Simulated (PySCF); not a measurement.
**Working out the electron affinity of Li**

Li- [He] 2s2 (1S) → Li [He] 2s1 (2S). All numbers are calculated (PySCF 2.14, the spin-free X2C one-electron Hamiltonian (Gaussian nucleus), in aug-cc-pCVTZ-DK with one added diffuse shell each of s, p, d, f type (8s7p5d3f, 75 functions)). Frozen: nothing. Energies in hartree (1 hartree = 27.21139 eV):

| part | Li- (lower) | Li (upper) |
| --- | --- | --- |
| UHF | -7.428840 | -7.433380 |
| CCSD correlation | -0.068408 | -0.041567 |
| (T) | -0.000290 | -0.000022 |

Q: What does Hartree-Fock give?

A: (-7.433380) − (-7.428840) = -0.004540 hartree = -0.124 eV.

Q: What do CCSD and CCSD(T) give?

A: The CCSD correlation energies differ by 0.026841 hartree = 0.730 eV and the triples by 0.000268 hartree = 0.007 eV, so CCSD gives 0.606 eV and CCSD(T) 0.613 eV.

A first-order spin-orbit estimate adds 0.000 eV to CCSD(T) (valence and next inner shell), giving 0.613 eV against 0.618 eV (measured; photodetachment measurements, as compiled on the Wikipedia data page of electron affinities).

The coupled-cluster amplitudes are large, so a single reference is strained.

What remains against the reference includes basis incompleteness and higher excitations.
